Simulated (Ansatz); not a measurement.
System: tetradymite Bi₂Se₃. Method: PBEsol (Ansatz, an electronic-structure program, plane waves, PAW).

Settings: plane-wave cutoff 520 eV, 10×10×10 k mesh, Fermi–Dirac smearing 0.01 eV, scalar-relativistic PAW data made under PBE.

Computed at the level's own relaxed cell.

**Question.** What does this level give for the bulk modulus, pressure derivative B′ of the bulk modulus, lattice parameter a and volume per atom?

**Answer.** 
* **bulk modulus**: 28.6 GPa
* **pressure derivative B′ of the bulk modulus**: 17.6
* **lattice parameter a**: 4.130 Å
* **volume per atom**: 28.17 Å³/atom

Measured, for comparison: lattice constant a 4.143 Å (temperature not stated, not corrected to a static lattice; as tabulated in Luo et al. (2012), arXiv:1308.1523). Computed (rounded) less measured: lattice constant a -0.3 %. A static lattice is as a rule a little smaller and stiffer than an uncorrected measurement, which narrows the difference in the lattice constant a and would widen misses of the other sign.

Note: the cell comes from a level without a dispersion term, which matters for the spacing of layers, chains or molecules; the bulk modulus comes from volumes at which shape and atoms were relaxed.

Spin–orbit coupling is not included; it can shift volumes and moduli of such heavy elements.

The computed numbers hold no vibrational or temperature effects.

Computing time: around 29 core-minutes (rough).
